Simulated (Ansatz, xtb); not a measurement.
Relative energy of two isomers of C3H6Cl2

We compare I, `CC(C)(Cl)Cl`, a singlet, with II, `C[C@H](Cl)CCl`, a singlet. Both are isolated molecules in the gas phase, relaxed with PBE-D3(BJ)/def2-SVP; each stands in its lowest conformer found.

I (Å):

```yaml
atoms:
  - { symbol: C, position_ang: [-0.6801, -0.3266, 0.2163] }
  - { symbol: C, position_ang: [-0.3667, -0.8084, -1.1915] }
  - { symbol: C, position_ang: [1.1173, -0.9574, -1.4874] }
  - { symbol: Cl, position_ang: [-1.1718, -2.4238, -1.4428] }
  - { symbol: Cl, position_ang: [-1.0778, 0.3758, -2.3801] }
  - { symbol: H, position_ang: [-0.2735, -1.0453, 0.9554] }
  - { symbol: H, position_ang: [-1.7725, -0.2410, 0.3629] }
  - { symbol: H, position_ang: [-0.2162, 0.6660, 0.3823] }
  - { symbol: H, position_ang: [1.5651, -1.6907, -0.7877] }
  - { symbol: H, position_ang: [1.6227, 0.0206, -1.3604] }
  - { symbol: H, position_ang: [1.2729, -1.3094, -2.5238] }
```

II (Å):

```yaml
atoms:
  - { symbol: C, position_ang: [0.7051, 0.9727, -1.1084] }
  - { symbol: C, position_ang: [0.9774, -0.1064, -0.0755] }
  - { symbol: C, position_ang: [-0.2203, -0.9921, 0.2537] }
  - { symbol: Cl, position_ang: [2.2831, -1.2316, -0.6755] }
  - { symbol: Cl, position_ang: [-1.5359, -0.0300, 1.0327] }
  - { symbol: H, position_ang: [0.3692, 0.5229, -2.0643] }
  - { symbol: H, position_ang: [1.6153, 1.5709, -1.3020] }
  - { symbol: H, position_ang: [-0.0927, 1.6449, -0.7338] }
  - { symbol: H, position_ang: [1.3751, 0.3326, 0.8613] }
  - { symbol: H, position_ang: [-0.6347, -1.4509, -0.6652] }
  - { symbol: H, position_ang: [0.0672, -1.7918, 0.9607] }
```

Energies in hartree; the thermal terms are from PBE-D3(BJ)/def2-SVP harmonic frequencies (ideal gas, rigid rotor, one conformer each, 298.15 K, 1 atm) and include the zero-point energy:

|  | I | II |
| --- | --- | --- |
| E, CCSD(T)/def2-SVP | −1036.506115 | −1036.504286 |
| E, MP2/def2-SVP | −1036.425736 | −1036.422685 |
| E, MP2/def2-TZVPP | −1037.075482 | −1037.073888 |
| zero-point energy | 0.082353 | 0.083530 |
| H(298 K) − E | 0.089606 | 0.090710 |
| G(298 K) − E | 0.052865 | 0.052767 |

**Question.** Correct the CCSD(T) difference for the basis set by the MP2 change, then work out ΔE, ΔE₀, ΔH and ΔG for I → II in kcal/mol (1 Eh = 627.51 kcal/mol) and the equilibrium ratio [II]/[I].

**Answer.** 1. Differences II − I: CCSD(T) +0.001829, MP2 in the small set +0.003051, MP2 in the large set +0.001594 Eh.
2. ΔE = +0.001829 + (+0.001594 − (+0.003051)) = +0.000372 Eh = +0.23 kcal/mol.
3. ΔE₀ = ΔE + ΔZPE = +0.000372 + (+0.001177) Eh = +0.97 kcal/mol.
4. ΔH = ΔE + (+0.001104) Eh = +0.93 kcal/mol.
5. ΔG = ΔE + (−0.000098) Eh = +0.17 kcal/mol, so ΔS = (ΔH − ΔG)/T = +10.6 J/(mol K).
6. kT = 0.9442 mEh, so K = [II]/[I] = exp(−ΔG/kT) = exp(−0.29) ≈ 0.75.

The two are too close for this level to say which is favoured. An error of 1 kcal/mol in ΔG would change K by a factor of 5.4. Mirror images and further conformers aren't counted.

As drawn, both hold the same kinds of bond in the same numbers. Structure I has 2 methyl groups, II 1.

Other levels gave ΔE = +4.2 (GFN2-xTB); −1.5 (HF/STO-3G, GFN2-xTB geometries); +1.3 (r2SCAN-D4/def2-SVP, GFN2-xTB geometries); +1.0 (PBE-D3(BJ)/def2-SVP); −2.1 (HF/def2-SVP); +1.9 (MP2/def2-SVP); +1.1 (CCSD(T)/def2-SVP) kcal/mol. The correlated steps freeze 13 core orbitals. Programs: Ansatz 0.2.0, xtb 6.7.1.
